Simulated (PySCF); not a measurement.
Energy profile

The step: CH₆Si ([CH3][SiH3]) + H₂S → SiH₄S ([SiH3][SH]) + CH₄; bonds formed: Si1–S7, C2–H6; bonds broken: Si1–C2, H6–S7 (atoms numbered as in the saddle structure below).

| atom | x (Å) | y (Å) | z (Å) |
| --- | --- | --- | --- |
| Si1 | -0.6575 | 0.8110 | -0.2636 |
| C2 | -0.0659 | -0.9675 | 0.7925 |
| H3 | -0.8830 | 0.7181 | -1.7234 |
| H4 | -2.0135 | 0.4409 | 0.2785 |
| H5 | -0.3745 | 2.0857 | 0.4313 |
| H6 | 0.7626 | -0.1941 | 0.1552 |
| S7 | 1.8257 | 0.8917 | -0.8122 |
| H8 | -0.4734 | -0.6612 | 1.7543 |
| H9 | 0.8557 | -1.5342 | 0.9748 |
| H10 | -0.7535 | -1.6148 | 0.2493 |
| H11 | 1.7773 | 0.0245 | -1.8368 |

Electronic energies by CCSD(T) at an estimated basis limit (MP2 extrapolated from triple and quadruple zeta, plus CCSD(T) − MP2 in triple zeta), on PBE0-D4/def2-TZVP structures; CH8SSi, singlet; no counterpoise correction. Program: PySCF 2.14 with density fitting (its default auxiliary sets; JK sets also for MP2 and CCSD(T)). Basis: def2-TZVPP and def2-QZVPP. Cores are frozen in the correlated methods. Extrapolation: Hartree–Fock as exp(−7.88 √X), correlation as X^−2.97.

Q: Give the profile in eV, counted from the separated reactants. (Judge from chemistry; the value comes from the calculation.)

A: Computed:
```tsv
point	eV
separated: CH6Si (linked as [CH3][SiH3]; Si1, C2, H3, H4, H5, H8, H9, H10; singlet) + H2S (H6, S7, H11; singlet)	0.000
start structure	-0.078
saddle	2.372
end structure	-0.682
separated: SiH4S (linked as [SiH3][SH]; Si1, H3, H4, H5, S7, H11; singlet) + CH4 (C2, H6, H8, H9, H10; singlet)	-0.642
```

No T1 diagnostic of these runs exceeds 0.012.

For scale, one of the runs: CCSD(T)/def2-TZVPP, 227 basis functions, launched by `OMP_NUM_THREADS=4 python run.py`. Hardware: 4 CPU threads of an Arm Neoverse V2, shared host. Wall time 9.1 min; peak host memory 3.2 GiB.
